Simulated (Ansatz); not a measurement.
`C=NC(=N)OC` + HCl → `COC(=N)Cl` + `C=N` at 700 K and 1 bar (substitution at a C–N bond).

Computed with Ansatz on PBE0-D4/def2-TZVP structures; ΔE is electronic, products minus reactants. CCSD(T)/CBS is the MP2 limit (def2-TZVPP, def2-QZVPP) plus CCSD(T) − MP2 in def2-TZVPP, frozen cores. This one scheme is used for every species. One conformer a species, not always the lowest.

```json
{"species": "`C=NC(=N)OC`", "CCSD(T)/CBS energy (Eh)": "-302.29539", "H − E (kJ/mol)": "329.7", "S (J/(mol·K))": "455.0"}
{"species": "HCl", "CCSD(T)/CBS energy (Eh)": "-460.38127", "H − E (kJ/mol)": "38.4", "S (J/(mol·K))": "211.8"}
{"species": "`COC(=N)Cl`", "CCSD(T)/CBS energy (Eh)": "-668.13302", "H − E (kJ/mol)": "233.4", "S (J/(mol·K))": "406.2"}
{"species": "`C=N`", "CCSD(T)/CBS energy (Eh)": "-94.52360", "H − E (kJ/mol)": "135.6", "S (J/(mol·K))": "268.6"}
```

H − E and S are ideal-gas, rigid-rotor, harmonic terms from PBE0-D4/def2-TZVP, for one conformer and one mirror image of each species. 1 Eh = 2625.50 kJ/mol, R = 8.31446 J/(mol·K).

**Question.** By hand: ΔE, ΔH, ΔS and ΔG.

**Answer.** ΔE = (-668.13302) + (-94.52360) − (-302.29539) − (-460.38127) = 0.02004 Eh = 52.6 kJ/mol. Δ(H − E) = 233.4 + 135.6 − 329.7 − 38.4 = 0.9, so ΔH = 53.5 kJ/mol. ΔS = 406.2 + 268.6 − 455.0 − 211.8 = 8.0 J/(mol·K). ΔG = 53.5 − 700 × (8.0)/1000 = 47.9 kJ/mol.

**Question.** By hand: the equilibrium constant, and the temperature at which ΔG would vanish if ΔH and ΔS stayed fixed.

**Answer.** log₁₀ K = −ΔG/(RT ln 10) = -3.6. ΔG = 0 at ΔH/ΔS = 6688 K, far beyond where these terms or the molecules hold.

The number of gas molecules stays the same, so ΔS is small and ΔH decides. A doubt of 5 kJ/mol in ΔE shifts log₁₀ K by 0.4 here. Other conformers and mirror images would add mixing entropy, several J/(mol·K) or more a flexible species. Modes under 60 cm⁻¹, often nearly free rotors, make the harmonic entropy too high. These are equilibria of isolated gas molecules and say nothing of rates. Largest T1 diagnostic: 0.014 (customary marks: 0.02 for closed shells, 0.045 for open ones).
